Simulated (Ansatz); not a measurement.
C3H6F2, SMILES `CC(F)CF`, relaxed with RKS PBE0-D4/def2-TZVP in the Gaussian-basis code of Ansatz from a PBE-D4/def2-SVP geometry. The force threshold is 0.005 eV/Å; the program also tests the step.

Total charge 0; spin multiplicity 1.

Start:

```xyz
11

C    -0.145   -0.401   -1.238
C     0.010   -0.514    0.270
F     1.183   -1.214    0.558
C     0.072    0.839    0.955
F     0.029    0.701    2.329
H    -0.099   -1.408   -1.696
H     0.670    0.211   -1.674
H    -1.116    0.059   -1.510
H    -0.836   -1.090    0.712
H    -0.787    1.466    0.624
H     1.019    1.352    0.669
```

**Question.** By how much does the energy fall, and how many steps does the optimiser take? (An estimate is asked.)

**Answer.** The calculation gave: 4.17 kJ/mol, in 5 steps.

**Question.** Which bonds change most? (Best estimate.)

**Answer.** Ansatz gave: C4–H11 from 1.114 to 1.095 Å; C4–H10 from 1.114 to 1.095 Å; C2–H9 from 1.115 to 1.096 Å; C1–H7 from 1.109 to 1.093 Å.

**Question.** Give the relaxed structure. (Estimate.)

**Answer.** Ansatz gave: 
```xyz
11

C    -0.144   -0.398   -1.230
C     0.005   -0.511    0.267
F     1.171   -1.207    0.553
C     0.073    0.834    0.935
F     0.023    0.704    2.305
H    -0.101   -1.389   -1.681
H     0.659    0.209   -1.655
H    -1.102    0.057   -1.489
H    -0.819   -1.087    0.704
H    -0.774    1.451    0.619
H     1.009    1.336    0.672
```
